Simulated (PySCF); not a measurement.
How long do these jobs take?

Single jobs in PySCF with density fitting, those on clusters of several parts including the runs of the parts alone, on shared hosts, each launched as `OMP_NUM_THREADS=1 python cluster_run.py task.json out`; times are rough.

```csv
system (of a reaction: its main species),parts or species,job,basis functions,threads × CPU,wall time,peak memory (GiB)
boron trifluoride and hydrogen cyanide,2,"spin-spin couplings, B3LYP/pcJ-1",172,1 × AMD EPYC 9R45 96-Core,11 s,0.91
hydrogen chloride and carbon monoxide,2,"vibrations by differences of gradients, PBE0-D3(BJ)/def2-TZVPD",132,1 × AMD EPYC 9R45 96-Core,46 s,0.6
hydrogen bromide and methylamine,2,"core levels, SCAN, 2 core holes",116,1 × AMD EPYC 9R45 96-Core,6.3 s,0.62
CH3GeNO3,1,"core levels, SCAN, 3 core holes",143,1 × AMD EPYC 9R45 96-Core,9.2 s,0.47
C2N2S and carbonyl sulfide,2,"vibrations by differences of gradients, PBE0-D3(BJ)/def2-SVP",120,1 × AMD EPYC 9R45 96-Core,4.7 min,0.67
```

| system (of a reaction: its main species) | parts or species | job | basis functions | threads × CPU |
| --- | --- | --- | --- | --- |
| Si3GeH9F | 1 | core levels, SCAN, 2 core holes | 182 | 1 × AMD EPYC 9R45 96-Core |
| Si4H11N | 1 | NMR shieldings, PBE0/pcSseg-1, charges and field gradients, grids of densities and orbitals | 168 | 1 × AMD EPYC 9R45 96-Core |
| GeH3F and bromide | 2 | vibrations by differences of gradients, PBE0-D3(BJ)/def2-SVPD | 126 | 1 × AMD EPYC 9R45 96-Core |

Estimate wall time and peak memory of the jobs in the second table.

Si3GeH9F, core levels: 8.9 s, 0.59 GiB; Si4H11N, NMR shieldings: 16 s, 0.91 GiB; GeH3F and bromide, vibrations by differences of gradients: 2.6 min, 0.72 GiB.
